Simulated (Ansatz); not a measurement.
This Ansatz (a quantum-chemistry and plane-wave program) input (CCSD(T)/cc-pVTZ) gives -75.67020 Eh with 44 basis functions. A basis named .json is the Basis Set Exchange file of that set (core-valence sets with the plain set on hydrogen).

Ansatz 0.2 input:
```yaml
crystal:
  periodic: [false, false, false]
  atoms:
    - {symbol: O, position_ang: [-0.00000000, -0.00000000, -0.10780207]}
    - {symbol: H, position_ang: [0.00000000, 0.00000000, 0.86241659]}
basis:
  gaussian:
    orbitals: cc-pVTZ
total_charge: -1
magnetization: {spin_polarized: false}
correlation: {method: ccsd_t, frozen_orbitals: {H: 0, O: 0}}
```

Change:
```diff
- orbitals: cc-pVTZ
+ orbitals: cc-pCVQZ.json
```

### Question
What does the run give now?

### Answer
-75.76349 Eh (CCSD(T)/cc-pCVQZ, 114 functions), a change of -93.29 mEh.
